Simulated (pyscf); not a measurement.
This saddle point was located with ωB97X-D3(BJ)/def2-SVP in PySCF.

```xyz
12

C      1.0497    -0.2615     0.4346
Al    -0.6431    -0.4923    -0.4879
C     -1.0289    -1.4208    -2.1487
Cl    -2.2944    -1.1692     1.1490
H      0.9229     0.2768     1.3881
H      1.7715     0.3083    -0.1758
H      1.5180    -1.2344     0.6621
H     -0.5506    -0.9243    -3.0108
H     -2.1120    -1.4626    -2.3489
H     -0.6543    -2.4584    -2.1265
F     -1.7378     0.9505    -0.2578
H     -2.3248     0.1820     0.5623
```

Surface: singlet, charge 0. Lowest wavenumbers (cm⁻¹): 511i, 70, 79, 110, 146.

Task: Which two sides does it connect, and which bonds change?

Result: H₃C–Al(CH₃)–Cl (SMILES [CH3][Al]([CH3])[Cl]) + HF (SMILES F) ⇌ H₃C–Al(CH₃)–F (SMILES [CH3][Al]([CH3])[F]) + HCl (SMILES Cl), a four-centre exchange read from left to right: Al–Cl, F–H broken and Al–F, Cl–H formed. At ωB97M-D3(BJ)/def2-TZVP it lies -8.4 kcal/mol from the left side and -2.8 kcal/mol from the right (each side as separated species at their lowest minima found). On the reactant side the descent ends in an adduct with a Al–F contact, 13.7 kcal/mol under the separated species and 5.1 kcal/mol under the saddle at ωB97X-D3(BJ)/def2-TZVP. On the product side the descent ends in an adduct with a Al–Cl contact, 9.5 kcal/mol under the separated species and 4.2 kcal/mol under the saddle at ωB97X-D3(BJ)/def2-TZVP. At ωB97M-D3(BJ) the saddle lies under the separated reactants, which points to a path from their complex (located at ωB97X-D3(BJ) alone). At ωB97M-D3(BJ) the saddle lies under the separated products, which points to a path from their complex (located at ωB97X-D3(BJ) alone). What is counted as formed (Al–F) is already present as a longer contact in the reactant adduct; forming that adduct is a step of its own. What is counted as broken (Al–Cl) persists as a longer contact in the product adduct; parting that adduct is a step of its own. One saddle was located; it need not be the lowest between these sides.
